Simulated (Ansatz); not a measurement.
**NH (triplet): wave-function methods side by side at distance N1–H2 = 1.407 Å, aug-cc-pVDZ**

Aim: climb from Hartree-Fock through coupled cluster and multireference methods for NH (triplet) at one geometry and basis, and see what each rung misses.

Program: Ansatz 0.2.0, Gaussian basis. Level of theory: aug-cc-pVDZ, core rule «outside noble gas», up to 1 orbitals frozen. These are calculated values, not measurements.

To be run: UHF; CCSD(T) on ROHF; CCSD(T) on UHF; BCCD(T) on ROHF; CISD; CCSDT(Q) on ROHF; CCSDT(Q) on UHF; CASSCF and MRCISD+Q, 4 electrons in 4 orbitals; CASSCF and NEVPT2, 4 electrons in 4 orbitals; CASSCF and MRCISD+Q, 6 electrons in 5 orbitals; CASSCF and NEVPT4(SD), 6 electrons in 5 orbitals; CASSCF and NEVPT2, 6 electrons in 5 orbitals; Full CI.

16 further runs of the same task are left out: 1 for a known fault of the program, 12 that didn't finish, 3 set aside as unsound or not needed.

## 1. The system

The geometry derives from a PBE0/def2-TZVP stationary point (not a proven minimum). One bond is set to the value named and the two fragments are kept rigid.

2 atoms, charge 0, spin multiplicity 3.

Atoms are counted from 1 here; the program's logs count them from 0.

No contacts short enough for the rule that draws bonds.

Geometry (Å):

```tsv
atom	x (Å)	y (Å)	z (Å)
N1	0.0000	0.0000	0.0000
H2	0.0000	0.0000	1.4070
```

## 2. UHF

in.yaml reads:

```yaml
crystal:
  periodic: [false, false, false]
  atoms:
    - {symbol: N, position_ang: [0.000000, 0.000000, 0.000000]}
    - {symbol: H, position_ang: [0.000000, 0.000000, 1.407000]}
basis:
  gaussian: {orbitals: aug-cc-pVDZ}
magnetization: {spin_polarized: true, initial_magnetization: 2}
hamiltonian: {xc: hf}
output: {orbitals: {seedname: orbitals}}
```

Command:

```
$ ansatz run in.yaml --threads 1 --pin off --events-out ev --progress --plain --max-ram 2393MiB
```

After this run come: CCSD(T) on ROHF; CCSD(T) on UHF; BCCD(T) on ROHF; CISD; CCSDT(Q) on ROHF; CCSDT(Q) on UHF; CASSCF and MRCISD+Q, 4 electrons in 4 orbitals; CASSCF and NEVPT2, 4 electrons in 4 orbitals; CASSCF and MRCISD+Q, 6 electrons in 5 orbitals; CASSCF and NEVPT4(SD), 6 electrons in 5 orbitals; CASSCF and NEVPT2, 6 electrons in 5 orbitals; Full CI.

**Question.** What will the summary of the whole plan be? Wanted: FCI below the RHF energy; RMP2 from FCI; UMP2 from FCI; RCCSD from FCI; RCCSD(T) from FCI; UCCSD(T) from FCI; RCCSDT(Q) from FCI; UCCSDT(Q) from FCI; NEVPT2 pair from FCI.

**Answer**, as computed:

```
                         quantity                                                                                               value
         FCI below the RHF energy                                                                                          -4.3332 eV
                    RMP2 from FCI                                                                                        +84.1 kJ/mol
                    UMP2 from FCI                                                                                        +96.7 kJ/mol
                   RCCSD from FCI                                                                                        +13.1 kJ/mol
                RCCSD(T) from FCI                                                                                         +2.8 kJ/mol
                UCCSD(T) from FCI                                                                                         +2.9 kJ/mol
               RCCSDT(Q) from FCI                                                                                          0.0 kJ/mol
               UCCSDT(Q) from FCI                                                                                         -0.1 kJ/mol
             NEVPT2 pair from FCI                                                                                        +55.1 kJ/mol
           MRCISD+Q pair from FCI                                                                                          0.0 kJ/mol
          NEVPT2 valence from FCI                                                                                        +59.6 kJ/mol
levels within 1 kcal/mol (43 meV)  RCCSD(T), UCCSD(T), BCCD(T), RCCSDT, UCCSDT, RCCSDT(Q), UCCSDT(Q), MRCISD+Q pair, MRCISD+Q valence
                    T1 diagnostic                                                                                               0.033
   effectively unpaired electrons                                                                                                2.08
```

**Reading.** RCCSD(T) lands +2.8 kJ/mol from the yardstick (0.7 % of the correlation energy). One determinant dominates. Of the multireference levels listed MRCISD+Q valence comes nearest in total energy (0.0 kJ/mol), which doesn't show that its space is the better one. These misses are within one basis, not against nature; the frozen cores of restricted and unrestricted runs differ, which can shift their rows.
